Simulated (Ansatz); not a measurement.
System: rock-salt MgS. Method: LDA (plane waves, PAW; Ansatz, a quantum-chemistry and plane-wave program).

Run with plane-wave cutoff 500 eV, 10×10×10 k mesh, gaussian smearing 0.02 eV, scalar-relativistic PAW data made under PBE.

Cell (relaxed at this level):

```xyz
2
Lattice="0.0000 2.5643 2.5643 2.5643 0.0000 2.5643 2.5643 2.5643 0.0000" Properties=species:S:1:pos:R:3 pbc="T T T"
Mg     0.0000     0.0000     0.0000
S      2.5643     2.5643     2.5643
```

Q: Give the computed band gap.

A: 
band gap: 2.65 eV (on the SCF k mesh)

Static lattice: no zero-point or thermal effects.
